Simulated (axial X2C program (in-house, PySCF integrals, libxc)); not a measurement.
**Mg₂⁺: bond curves with and without spin–orbit coupling**

Aim: find the lowest determinant of Mg₂⁺, scan the bond at several levels and fit the constants, once spin-free and once with spin–orbit coupling.

Computed with an in-house X2C program for linear molecules on PySCF integrals. Level: all-electron X2C, Mg dyall-cv3z.

All values are calculated.

## Step 1: The job

The input, task.json:

```json
{"zs": [12, 12], "q": 1, "bas": ["dyall-cv3z", "dyall-cv3z"], "levels": ["PBE0", "HF", "TPSSh"], "cc": true, "r0": 2.78, "thr": -2.0, "nmax": 90, "npts": 10, "nst": 2, "ntry": 6}
```

Keys: zs atomic numbers; q charge; bas basis sets; levels methods (HF also brings MP2); cc coupled cluster on or off; r0 starting distance in Å; thr threshold in hartree for freezing inner shells (an s shell follows its p shell); nmax most natural virtual spinors; npts points asked for on the curve; nst determinants followed; ntry starts of the search.

The run is started by

```
python so2c.py task.json out
```

Spin-free means the one-electron spin-free X2C Hamiltonian; two-component (2c) means X2C with spin–orbit coupling and atomic mean-field two-electron Coulomb and Gaunt terms. Basis: Mg dyall-cv3z contracted to [9s8p6d3f]; Gaussian nuclei, density fitting. Masses: Mg 23.985 u.

Notation: σ, π±, δ± give the projection m of an orbital's angular momentum (0, ±1, ±2), α and β its spin, Λ and M_S the sums; ω is the projection of a spinor's total angular momentum and Ω the sum. Logs are in hartree.

The results follow Hamiltonian by Hamiltonian and level by level.

## Step 2: State search with PBE0

PBE0 moves the distance from 2.780 Å to 3.050 Å and compares determinants there.

Spin-free determinants:

```csv
ΔE (eV),state,open shells
0.00,"M_S = 1/2, Λ = 0",beyond closed shells: σα
2.49,"M_S = 1/2, Λ = 1",beyond closed shells: π+α
3.35,"M_S = 3/2, Λ = 0",beyond closed shells: 3 × σα
3.40,"M_S = 3/2, Λ = 1","beyond closed shells: 2 × σα, π+α"
4.34,"M_S = 1/2, Λ = 1","beyond closed shells: 2 × σα, π+β"
```

Two-component determinants:

| ΔE (eV) | state | open shells |
| --- | --- | --- |
| 0.00 | Ω = 1/2 | excess of +ω over −ω: ω = 1/2 |
| 2.50 | Ω = 3/2 | excess of +ω over −ω: ω = 3/2 |
| 3.36 | Ω = 3/2 | excess of +ω over −ω: 3 × ω = 1/2 |
| 3.41 | Ω = 5/2 | excess of +ω over −ω: 2 × ω = 1/2, ω = 3/2 |
| 4.35 | Ω = 1/2 | excess of +ω over −ω: 2 × ω = -1/2, ω = 3/2 |

## Step 3: PBE0, spin-free

State followed: M_S = 1/2, Λ = 0 (beyond closed shells: σα). The scan is laid around 3.050 Å, a first estimate of the minimum, and this SCF restarts from the orbitals of the search.

Output at 3.050 Å:

```text
spin-free X2C-1e  PBE0
basis functions 168  fitting functions 616  grid points 4362
iter        total energy     max residual
   1       -400.338238254     1.06e-05
   2       -400.338238255     4.26e-06
converged
one-electron -604.54317432  Coulomb 211.83670572  exact exchange -7.97712031  xc functional -24.63875373  nuclear repulsion 24.98410438
```

Along the bond, energies from the lowest point:

```
R (Å)  E (eV)  HOMO (eV)  LUMO (eV)  iterations
2.654  0.1999      -9.77      -7.43           9
2.776  0.0826      -9.81      -7.48           9
2.867  0.0322      -9.84      -7.53           9
2.958  0.0064      -9.88      -7.58           9
3.050  0.0000      -9.91      -7.62           2
3.157  0.0111      -9.95      -7.68           8
3.264  0.0369      -9.98      -7.73           8
3.401  0.0850     -10.02      -7.80           8
3.568  0.1568     -10.07      -7.88           9
3.812  0.2714     -10.13      -7.99           9
```

Outer orbitals at the reference distance:

```json
{"symmetry": "σα", "occupied": "yes", "ε (eV)": "-11.92", "atomic character": "89% Mg s, 9% Mg p"}
{"symmetry": "σβ", "occupied": "yes", "ε (eV)": "-11.54", "atomic character": "78% Mg s, 19% Mg p"}
{"symmetry": "σα", "occupied": "yes", "ε (eV)": "-9.91", "atomic character": "71% Mg s, 26% Mg p"}
{"symmetry": "σβ", "occupied": "no", "ε (eV)": "-7.62", "atomic character": "71% Mg s, 25% Mg p"}
{"symmetry": "σα", "occupied": "no", "ε (eV)": "-6.16", "atomic character": "92% Mg p, 8% Mg s"}
{"symmetry": "π+α", "occupied": "no", "ε (eV)": "-6.08", "atomic character": "97% Mg p"}
{"symmetry": "π-α", "occupied": "no", "ε (eV)": "-6.08", "atomic character": "97% Mg p"}
```

PBE0 fields in the half plane through the axis: z from -2.4 to 5.4 Å across, distance from the axis 0.15 to 2.25 Å upwards; Mg lies at z = 0 and Mg at z = 3.050 Å; the ELF is damped to zero where the density is low.

log10 density (e/bohr³). Ten even steps from '0' (-4.41 ) to '9' (0.89 ):
```
000111222222222222222211100
011122233332222233332222110
012223333333333333333322211
112233344444434444443333211
122334444444444444444433221
123344455554444455555443321
223344578755555557876443322
223345689865555568997544322
```

ELF. Ten even steps from '0' (0.00 ) to '9' (0.99 ):
```
000024666532101135666420000
001479999875323578999974100
015899999987656789999998510
048999976788878887679999950
179998411138999841113899982
499993001004999500110289995
599971178611899206872059996
699950582840798128386039997
```

Re = 3.040 Å, ωe = 203.4 cm⁻¹, ωexe = 1.21 cm⁻¹, Be = 0.1521 cm⁻¹, De = 1.48 eV.

## Step 4: HF, spin-free

The SCF at the reference distance of 3.050 Å:

```text
spin-free X2C-1e  HF
basis functions 168  fitting functions 616  grid points 4362
iter        total energy     max residual
   1       -399.630845463     4.71e-02
   2       -399.641340600     5.70e-03
   3       -399.642444359     3.73e-03
   4       -399.642986614     2.48e-03
   5       -399.643384043     8.93e-04
   6       -399.643437052     1.77e-04
   7       -399.643438077     2.66e-05
   8       -399.643438102     4.74e-06
   9       -399.643438103     1.43e-06
converged
one-electron -604.50459628  Coulomb 211.85513364  exact exchange -31.97807985  xc functional 0.00000000  nuclear repulsion 24.98410438
```

Re = 3.149 Å, ωe = 191.7 cm⁻¹, ωexe = 0.901 cm⁻¹, Be = 0.1417 cm⁻¹, De = 1.18 eV. ⟨S²⟩ = 0.94 against 0.75 for a pure state, so this determinant mixes spins.

## Step 5: TPSSh, spin-free

The SCF at the reference distance of 3.050 Å:

```text
spin-free X2C-1e  TPSSh
basis functions 168  fitting functions 616  grid points 4362
iter        total energy     max residual
   1       -400.569026443     1.09e-02
   2       -400.569605577     1.67e-03
   3       -400.569614571     4.84e-04
   4       -400.569616017     1.10e-04
   5       -400.569616129     8.97e-06
   6       -400.569616132     2.38e-06
   7       -400.569616132     1.30e-06
converged
one-electron -604.53445828  Coulomb 211.83435877  exact exchange -3.19140713  xc functional -29.66221388  nuclear repulsion 24.98410438
```

Re = 3.063 Å, ωe = 198.7 cm⁻¹, Be = 0.1498 cm⁻¹, De = 1.56 eV.

## Step 6: Correlated methods, spin-free

Correlated methods: 3 electrons correlated (frozen shells, counted by type: Mg 2 s, 1 p), 289 virtual spinors in MP2, 57 natural virtuals in coupled cluster.

Output of the correlated part at 3.050 Å:

```text
correlated 3  virtual 289  natural virtual 57  E(MP2) -0.023548896  MP2 remainder -0.000910899
iter   CCSD correlation   residual
   1     -0.029009017   1.14e-01
   2     -0.034673166   6.71e-02
   3     -0.036380010   2.93e-02
   4     -0.037017761   1.21e-02
   5     -0.036937572   3.57e-03
   6     -0.036996377   1.03e-03
   7     -0.036986312   2.30e-04
   8     -0.036985139   5.21e-05
   9     -0.036985342   1.58e-05
  10     -0.036985369   4.17e-06
  11     -0.036985362   1.31e-06
(T) -0.000617888  T1 0.0867  D1 0.1202  max T2 0.141
```

T1 in the output is the amplitude norm over the root of the electron number; divide by √2 for the Lee–Taylor value.

MP2: No constants are quoted: the reference is strongly spin-contaminated.

CCSD: Re = 3.050 Å, ωe = 211.4 cm⁻¹, ωexe = 0.97 cm⁻¹, Be = 0.1511 cm⁻¹, De = 1.28 eV. T1 at Re = 0.061 (Lee–Taylor, the printed value over √2).

CCSD(T): Re = 3.045 Å, ωe = 212.6 cm⁻¹, ωexe = 0.959 cm⁻¹, Be = 0.1516 cm⁻¹, De = 1.30 eV. T1 at Re = 0.061 (Lee–Taylor, the printed value over √2).

## Step 7: A higher determinant, spin-free

State: M_S = 1/2, Λ = 1 (beyond closed shells: π+α).

Output at the reference distance:

```text
spin-free X2C-1e  PBE0
basis functions 168  fitting functions 616  grid points 4362
iter        total energy     max residual
   1       -400.246558765     1.02e-05
   2       -400.246558769     5.05e-06
   3       -400.246558769     2.49e-06
converged
one-electron -603.83301051  Coulomb 211.17361428  exact exchange -7.96415949  xc functional -24.60710745  nuclear repulsion 24.98410438
```

```
R (Å)  E above the lowest PBE0 point (eV)
2.654                               2.132
2.776                               2.199
2.867                               2.280
2.958                               2.381
3.050                               2.495
3.157                               2.639
3.264                               2.791
3.401                               2.991
3.568                               3.233
```

No constants are quoted: the lowest point is the short end of the scan.

## Step 8: The spin-free curves together

Energy (eV) of the followed determinant, spin-free, from each level's lowest point:

```
R (Å)   PBE0     HF  MP2 (spin-contaminated)   CCSD  CCSD(T)  TPSSh
2.654  0.200  0.313                    0.223    n/a      n/a  0.220
2.776  0.083  0.158                    0.095  0.095    0.092  0.096
2.867  0.032  0.083                    0.039  0.039    0.037  0.041
2.958  0.006  0.035                    0.009  0.009    0.008  0.010
3.050  0.000  0.009                    0.000  0.000    0.000  0.000
3.157  0.011  0.000                    0.010  0.010    0.011  0.007
3.264  0.037  0.010                    0.036  0.038    0.040  0.029
3.401  0.085  0.042                    0.088  0.090    0.093  0.073
3.568  0.157  0.102                    0.167    n/a      n/a  0.140
3.812  0.271  0.212                    0.297    n/a      n/a  0.250
```

## Step 9: PBE0, 2c

State followed: Ω = 1/2 (excess of +ω over −ω: ω = 1/2). The scan is laid around 3.050 Å, a first estimate of the minimum, and this SCF restarts from the orbitals of the search.

Output at 3.050 Å:

```text
two-component X2C + atomic mean field  PBE0
basis functions 168  fitting functions 616  grid points 4362
iter        total energy     max residual
   1       -400.296560536     9.74e-07
   2       -400.296560536     4.92e-07
converged
one-electron -604.42976873  Coulomb 211.80132763  exact exchange -7.97583147  xc functional -24.63474829  nuclear repulsion 24.98410438  atomic mean-field constant -0.04164406
```

Along the bond, energies from the lowest point:

```
R (Å)  E (eV)  HOMO (eV)  LUMO (eV)  iterations
2.654  0.2002      -9.77      -7.43           9
2.776  0.0828      -9.81      -7.48           9
2.867  0.0323      -9.84      -7.53           9
2.958  0.0064      -9.88      -7.58           9
3.050  0.0000      -9.91      -7.62           2
3.157  0.0111      -9.95      -7.68           8
3.264  0.0368      -9.98      -7.73           8
3.401  0.0848     -10.02      -7.80           8
3.568  0.1567     -10.07      -7.88           9
3.812  0.2712     -10.13      -7.99           9
```

Outer spinors at the reference distance:

```csv
ω,occupied,ε (eV),atomic character,λ mixture
1/2,yes,-11.92,"89% Mg s, 9% Mg p",100% σ
-1/2,yes,-11.54,"78% Mg s, 19% Mg p",100% σ
1/2,yes,-9.91,"71% Mg s, 26% Mg p",100% σ
-1/2,no,-7.62,"71% Mg s, 25% Mg p",100% σ
1/2,no,-6.16,"92% Mg p, 8% Mg s",100% σ
-1/2,no,-6.08,97% Mg p,100% π
3/2,no,-6.07,97% Mg p,100% π
```

PBE0 fields in the half plane through the axis: z from -2.4 to 5.4 Å across, distance from the axis 0.15 to 2.25 Å upwards; Mg lies at z = 0 and Mg at z = 3.050 Å; the ELF is damped to zero where the density is low.

log10 density (e/bohr³). Ten even steps from '0' (-4.41 ) to '9' (0.89 ):
```
000111222222222222222211100
011122233332222233332222110
012223333333333333333322211
112233344444434444443333211
122334444444444444444433221
123344455554444455555443321
223344578755555557876443322
223345689865555568997544322
```

ELF. Ten even steps from '0' (0.00 ) to '9' (0.99 ):
```
000024666532101135666420000
001479999875323578999974100
015899999987656789999998510
048999976788878887679999950
179998411138999841113899982
499993001004999500110289995
599971178611899206872059996
699950582840798128386039997
```

Re = 3.040 Å, ωe = 203.3 cm⁻¹, ωexe = 1.21 cm⁻¹, Be = 0.1521 cm⁻¹, De = 1.48 eV.

## Step 10: HF, 2c

The SCF at the reference distance of 3.050 Å:

```text
two-component X2C + atomic mean field  HF
basis functions 168  fitting functions 616  grid points 4362
iter        total energy     max residual
   1       -399.589306667     4.71e-02
   2       -399.599797817     5.70e-03
   3       -399.600901219     3.72e-03
   4       -399.601443189     2.48e-03
   5       -399.601840218     8.94e-04
   6       -399.601893336     1.77e-04
   7       -399.601894362     2.67e-05
   8       -399.601894387     4.75e-06
   9       -399.601894388     1.43e-06
converged
one-electron -604.39122391  Coulomb 211.81977916  exact exchange -31.97290996  xc functional 0.00000000  nuclear repulsion 24.98410438  atomic mean-field constant -0.04164406
```

Re = 3.149 Å, ωe = 191.7 cm⁻¹, ωexe = 0.901 cm⁻¹, Be = 0.1417 cm⁻¹, De = 1.18 eV.

## Step 11: TPSSh, 2c

The SCF at the reference distance of 3.050 Å:

```text
two-component X2C + atomic mean field  TPSSh
basis functions 168  fitting functions 616  grid points 4362
iter        total energy     max residual
   1       -400.527286226     1.09e-02
   2       -400.527865151     1.67e-03
   3       -400.527874140     4.84e-04
   4       -400.527875583     1.10e-04
   5       -400.527875696     8.98e-06
   6       -400.527875699     2.38e-06
   7       -400.527875699     1.30e-06
converged
one-electron -604.42114354  Coulomb 211.79907626  exact exchange -3.19089211  xc functional -29.65737663  nuclear repulsion 24.98410438  atomic mean-field constant -0.04164406
```

Re = 3.063 Å, ωe = 198.7 cm⁻¹, Be = 0.1498 cm⁻¹, De = 1.56 eV.

## Step 12: MP2 and beyond, 2c

Correlated methods: 3 electrons correlated (frozen shells, counted by type: Mg 2 s, 1 p), 289 virtual spinors in MP2, 57 natural virtuals in coupled cluster.

Output of the correlated part at 3.050 Å:

```text
correlated 3  virtual 289  natural virtual 57  E(MP2) -0.023549985  MP2 remainder -0.000911018
iter   CCSD correlation   residual
   1     -0.029009818   1.14e-01
   2     -0.034672966   6.71e-02
   3     -0.036379235   2.93e-02
   4     -0.037016586   1.21e-02
   5     -0.036936425   3.57e-03
   6     -0.036995197   1.03e-03
   7     -0.036985132   2.30e-04
   8     -0.036983962   5.21e-05
   9     -0.036984165   1.57e-05
  10     -0.036984192   4.17e-06
  11     -0.036984185   1.32e-06
(T) -0.000617838  T1 0.0867  D1 0.1201  max T2 0.141
```

MP2: No constants are quoted: the reference is strongly spin-contaminated.

CCSD: Re = 3.050 Å, ωe = 211.4 cm⁻¹, ωexe = 0.97 cm⁻¹, Be = 0.1511 cm⁻¹, De = 1.28 eV. T1 at Re = 0.061 (Lee–Taylor, the printed value over √2).

CCSD(T): Re = 3.045 Å, ωe = 212.6 cm⁻¹, ωexe = 0.96 cm⁻¹, Be = 0.1516 cm⁻¹, De = 1.30 eV. T1 at Re = 0.061 (Lee–Taylor, the printed value over √2).

## Step 13: A higher determinant, 2c

State: Ω = 3/2 (excess of +ω over −ω: ω = 3/2).

Output at the reference distance:

```text
two-component X2C + atomic mean field  PBE0
basis functions 168  fitting functions 616  grid points 4362
iter        total energy     max residual
   1       -400.204769957     1.43e-06
   2       -400.204769957     6.69e-07
converged
one-electron -603.71836569  Coulomb 211.13707862  exact exchange -7.96286894  xc functional -24.60307427  nuclear repulsion 24.98410438  atomic mean-field constant -0.04164406
```

```
R (Å)  E above the lowest PBE0 point (eV)
2.654                               2.135
2.776                               2.203
2.867                               2.284
2.958                               2.384
3.050                               2.498
3.157                               2.642
3.264                               2.794
3.401                               2.994
3.568                               3.236
```

No constants are quoted: the lowest point is the short end of the scan.

## Step 14: The 2c curves together

Energy (eV) of the followed determinant, 2c, from each level's lowest point:

```
R (Å)   PBE0     HF  MP2 (spin-contaminated)   CCSD  CCSD(T)  TPSSh
2.654  0.200  0.313                    0.223    n/a      n/a  0.220
2.776  0.083  0.158                    0.095  0.095    0.093  0.096
2.867  0.032  0.083                    0.039  0.039    0.037  0.041
2.958  0.006  0.035                    0.009  0.009    0.008  0.010
3.050  0.000  0.009                    0.000  0.000    0.000  0.000
3.157  0.011  0.000                    0.010  0.010    0.011  0.007
3.264  0.037  0.010                    0.036  0.037    0.039  0.029
3.401  0.085  0.042                    0.087  0.090    0.093  0.073
3.568  0.157  0.101                    0.166    n/a      n/a  0.140
3.812  0.271  0.212                    0.297    n/a      n/a  0.250
```

The whole job took 33 s on 1 thread of Arm Neoverse V1, shared host.

## Step 15: Results

Lowest determinant that the search found at its distance, spin-free: M_S = 1/2, Λ = 0 (beyond closed shells: σα).

Lowest determinant that the search found at its distance, 2c: Ω = 1/2 (excess of +ω over −ω: ω = 1/2).

| Hamiltonian | level | Re (Å) | ωe (cm⁻¹) | De (eV) |
| --- | --- | --- | --- | --- |
| spin-free | PBE0 | 3.040 | 203.4 | 1.48 |
| spin-free | HF | 3.149 | 191.7 | 1.18 |
| spin-free | CCSD | 3.050 | 211.4 | 1.28 |
| spin-free | CCSD(T) | 3.045 | 212.6 | 1.30 |
| spin-free | TPSSh | 3.063 | 198.7 | 1.56 |
| 2c | PBE0 | 3.040 | 203.3 | 1.48 |
| 2c | HF | 3.149 | 191.7 | 1.18 |
| 2c | CCSD | 3.050 | 211.4 | 1.28 |
| 2c | CCSD(T) | 3.045 | 212.6 | 1.30 |
| 2c | TPSSh | 3.063 | 198.7 | 1.56 |

No constants: spin-free MP2 (the reference is strongly spin-contaminated); 2c MP2 (the reference is strongly spin-contaminated). Spin-free ⟨S²⟩ is off its pure value at HF 0.94.

Time per point (s) on 1 thread of Arm Neoverse V1, shared host (2c runs; CCSD comes with the CCSD(T) run); the times are rough: PBE0 0.24, HF 0.16, CCSD(T) 0.42, TPSSh 0.4.

What this shows: At CCSD(T), going from spin-free to two-component changes Re by 0 mÅ, ωe by 0.0 %, which is small (part of it comes from the scalar share of the two-electron terms). De moves by 0.00 eV; both De rest on single-determinant atoms, which can miss part of an open shell's spin–orbit lowering.

De refers to Mg + Mg+, each in the lowest determinant found, which need not be this curve's own limit. Each curve is one determinant whose occupation by symmetry is held fixed; it was picked as the lowest of a PBE0 search that is not exhaustive. Dissociation energies refer to the lowest single-determinant-based atoms at the same level and basis. Density functionals use the spin component along the axis (collinear). CCSD and (T) use frozen natural virtuals with an MP2 correction for the truncation. The meta-GGAs lack a current-density term, which matters for open shells with orbital currents, atoms included. The spin-free determinant is spin-contaminated at some levels. T1 at Re is 0.061 (Lee–Taylor), above the customary mark of 0.02.
